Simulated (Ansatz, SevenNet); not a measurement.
For wurtzite AlN, the machine-learned potential SevenNet-0 (trained on PBE and PBE+U data) gives:

| Quantity | Value |
|---|---|
| lattice parameter a | 3.128 Å |
| c axis length | 5.014 Å |

Problem. What does Hartree–Fock (Ansatz, a first-principles code, PAW) give for the same quantities?

Solution. 
- lattice constant a: 3.100 Å (decreases by 0.9 %)
- lattice parameter c: 4.969 Å (decreases by 0.9 %)

For comparison: lattice constant a 3.111 Å (measured, low temperature, extrapolated to low temperature; as tabulated in arXiv:1206.3780); lattice parameter c 4.979 Å (measured, low temperature, extrapolated to low temperature; as tabulated in arXiv:1206.3780).

Changes are worked out from the printed values.

Unless a cell is named, each level is at its own relaxed cell (SevenNet-0 10.62, Hartree–Fock 10.34 Å³/atom).

Ansatz's density-functional and Hartree–Fock values are scalar-relativistic unless marked +SOC, with PAW data made under PBE.
